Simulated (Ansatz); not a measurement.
`N=C1CC1F`. Charge 0, multiplicity 1.

| atom | x (Å) | y (Å) | z (Å) |
| --- | --- | --- | --- |
| N1 | -0.498 | -1.509 | -1.065 |
| C2 | -0.111 | -0.515 | -0.410 |
| C3 | 0.950 | 0.009 | 0.450 |
| C4 | -0.329 | 0.801 | 0.192 |
| F5 | -1.231 | 0.941 | 1.202 |
| H6 | -1.445 | -1.358 | -1.417 |
| H7 | 1.876 | 0.399 | 0.040 |
| H8 | 1.043 | -0.465 | 1.424 |
| H9 | -0.255 | 1.698 | -0.416 |

(1) Give the diagnostics of a CCSD(T)/def2-TZVPP run (frozen core, Ansatz 0.2.0). (An estimate is asked.)

## Answers

(1) The calculation gave: T1 = 0.0121, largest single amplitude 0.015, largest double 0.065, (T) share of the correlation energy 4.1 %, 10 CCSD cycles. The RHF solution is stable towards an unrestricted one. T1 lies under the customary mark of 0.02 for closed shells.
